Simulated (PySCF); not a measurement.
Atom-mapped SMILES (the numbers label the heavy atoms): `[CH2:1]=[PH:2]` (H(Xn): hydrogen on atom n). Ha(C1) is cis to H(P2); Hb(C1) is trans to H(P2).

Theoretical values (PySCF): GIAO KT3/pcSseg-2 shieldings, geometry: PBE0-D3(BJ)/def2-SVP. A single conformation, in vacuum, non-relativistic Hamiltonian.

Chemical shifts δ = σref − σ; TMS for $^{13}$C (σref 181.31), $^{1}$H (σref 31.35); $^{31}$P (σref 321.56) against H3PO4, all at this level.

```tsv
atoms	nucleus	count	δ (ppm)
P2	$^{31}$P	1	?
H(P2)	$^{1}$H	1	6.43
Ha(C1)	$^{1}$H	1	8.76
C1	$^{13}$C	1	181.8
Hb(C1)	$^{1}$H	1	?
```

Estimate the values marked ?.

## Answers


- Hb(C1): 8.34 ppm, hydrogen on a carbon double-bonded to a heavier main-group atom
- P2: 214.5 ppm, phosphorus bonded to C, H

Shifts are as computed, not scaled to solution data. Of 1211 compounds with measured shifts, 218 miss one by over three times the rms of a fit or turn the order of signals round; such compounds aren't used in these exercises. Experimental scales use liquid or dissolved standards, which lie at an offset from isolated H3PO4.
